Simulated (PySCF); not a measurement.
Potential energy curve for HCl, singlet.

Level of theory: CCSD(T) on UHF/6-31G, 5 core orbitals frozen (PySCF).

**Question.** Relative to R = 1.32 Å, what are the energies at R = 1.10, 1.19, 1.42, 1.58 Å?

**Answer.** 24.1 kcal/mol at 1.10 Å, 7.2 kcal/mol at 1.19 Å, 2.1 kcal/mol at 1.42 Å, 11.7 kcal/mol at 1.58 Å.

The unrestricted determinant behind UCCSD(T) is spin-contaminated at 1.72 to 5.14 Å (<S²> up to 1.0, against 0.00 for a pure singlet).
